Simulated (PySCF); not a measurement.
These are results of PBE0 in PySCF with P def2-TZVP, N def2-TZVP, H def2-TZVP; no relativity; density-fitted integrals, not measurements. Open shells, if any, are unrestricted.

Question: What shape and geometry does isolated singlet H2PN take (every ligand bound to P)?

Answer: Counting electrons, phosphorus keeps none of its valence electrons outside its bonds, so the VSEPR class is AX3 and the expected shape is trigonal planar; with unlike ligands the computed point group is C2v. The lowest minimum found is a singlet of C2v symmetry with P–H 1.419 Å (×2), P–N 1.504 Å; H–P–H 104.8°, H–P–N 127.6° (×2). Its harmonic wavenumbers are 521 (b1), 721 (b2), 1177 (a1), 1297 (a1), 2368 (a1), 2382 (b2) cm⁻¹ and its dipole moment is 4.12 D.

Other isomers or separated fragments may lie lower.
